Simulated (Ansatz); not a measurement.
Q: Name a neutral molecule of C, F, O and H with LUMO energy (PBE/def2-TZVPP) between -0.80 and -0.50 eV and HOMO–LUMO gap (PBE0/def2-TZVPP) between 7.30 and 7.60 eV (Ansatz, PBE0-D4/def2-TZVP geometry).

A: `C/C(=C/F)CO` (-0.77 eV, 7.48 eV). Other molecules can fit too; these were computed, each in one conformer that needn't be the lowest.
